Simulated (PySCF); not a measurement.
**N: ionisation energy**

N [He] 2s2 2p3 (4S) → N⁺ [He] 2s2 2p2 (3P), as a difference of total energies. All numbers are calculated (PySCF 2.14, scalar relativity by spin-free X2C-1e, in aug-cc-pVDZ-DK). Correlated levels: valence: 1s2 frozen. The calculations carry no spin-orbit coupling.

```
           method  ionisation energy (eV)  error (eV)
              UHF                  13.922      -0.623
              LDA                  15.012      +0.467
             BP86                  14.783      +0.238
    MP2 (valence)                  14.471      -0.074
SCS-MP2 (valence)                  14.253      -0.292
   CCSD (valence)                  14.340      -0.205
CCSD(T) (valence)                  14.350      -0.195
```

Reference: 14.545 eV (measured; NIST levels, between the centres of gravity of the two terms).

Errors of the correlated levels include the incompleteness of this basis and the frozen core.
